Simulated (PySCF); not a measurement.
Unknown: peak-picked proton spectrum

Formula C5H3N. The spectrum was simulated from the full spin Hamiltonian at 300 MHz with 1.0 Hz Lorentzian lines, from shifts rounded to 0.01 ppm and J to 0.1 Hz, couplings under 1 Hz left out.

Maxima in ppm (height), grouped by integral:
2H: 6.030 (80), 5.991 (100)
1H: 5.528 (31), 5.490 (34), 5.487 (33), 5.449 (23)

All values are calculated (PySCF 2.14): GIAO CAM-B3LYP/pcSseg-2 shieldings, coordinates at the PBE0-D3(BJ)/def2-SVP level, couplings computed with B3LYP/pcJ-1. Single conformer, fast rotation and ring inversion assumed for equivalent nuclei, non-relativistic, in vacuum.

Scale: ¹H vs TMS (reference shieldings calculated alike).

Q: Analyse the multiplets.

A: ¹H NMR (300 MHz, computed): δ 6.01 (d, J = 11.9 Hz, 2H), 5.49 (t, J = 11.9 Hz, 1H). These are first-order names from the parameters used; overlap and second-order distortion can hide them in the list.

Q: What is the compound?

A: SMILES C=C=C=CC#N.

Structure with atom numbers: `[CH2:1]=[C:2]=[C:3]=[CH:4][C:5]#[N:6]` (H(Xn): hydrogen on atom n).

δ 6.01: H(C1), hydrogen on a terminal carbon of a cumulated C=C=C unit, coupled to H(C4) (11.9 Hz). δ 5.49: H(C4), hydrogen on a terminal carbon of a cumulated C=C=C unit, coupled to H(C1) (11.9 Hz).

The data come from this structure; uniqueness wasn't tested.

Multiplet labels drop couplings under 1 Hz and merge nearly equal ones.
